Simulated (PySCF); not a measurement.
**Mayer bond orders and bond lengths**

Species: C3H7NO.
Atom-mapped SMILES: `[CH3:1][CH2:2][NH:3][CH:4]=[O:5]` (hydrogens: H6, H7, H8 on C1; H9, H10 on C2; H11 on N3; H12 on C4)

Cartesian coordinates in Å at the PBE0-D3(BJ)/def2-TZVP level; atoms count from 1:
```xyz
12
C3H7NO angstrom
C     -1.541   -0.288    0.078
C     -0.367    0.669   -0.020
N      0.869    0.091    0.458
C      1.853   -0.328   -0.367
O      1.847   -0.230   -1.573
H     -2.451    0.185   -0.299
H     -1.352   -1.187   -0.512
H     -1.725   -0.590    1.112
H     -0.189    0.951   -1.058
H     -0.570    1.585    0.543
H      0.969   -0.106    1.439
H      2.697   -0.779    0.188
```

Bond orders from the PBE0/pcSseg-2 density (PySCF). One conformer (not necessarily the lowest) at the PBE0-D3(BJ)/def2-TZVP geometry, without solvent, vibrations or thermal averaging.

Q: Where do the orders between heavy atoms depart from those drawn in the SMILES?

A: The largest departure is 0.260, at N3–C4 (drawn single, 1.260). Drawn single, order above 1.12: N3–C4 (1.260). Drawn single, order below 0.88: C2–N3 (0.870).

Q: Set the Mayer orders of the bonds between heavy atoms beside their lengths.

A: 
| bond | drawn as | length (Å) | Mayer order |
| --- | --- | --- | --- |
| C1–C2 | single | 1.518 | 0.964 |
| C2–N3 | single | 1.446 | 0.870 |
| N3–C4 | single | 1.351 | 1.260 |
| C4–O5 | double | 1.210 | 1.906 |

Bonds between the same two heavy elements. C–N: lowest C2–N3 (0.870, 1.446 Å), highest N3–C4 (1.260, 1.351 Å).

Q: And the bonds to hydrogen?

A: C–H: 0.97 to 1.00 (6 bonds); H–N: 0.98 (1 bond).

Q: Sum the orders of all bonds at each heavy atom with more than one neighbour and set the sums beside the valence in the SMILES.

A: C1 3.966 (drawn 4), C2 3.826 (drawn 4), N3 3.111 (drawn 3), C4 4.137 (drawn 4). Orders between atoms that aren't bonded are not in these sums.

The Mayer order sums products of elements of PS (density times overlap matrix) between the two atoms' basis functions, so it depends on the basis set.
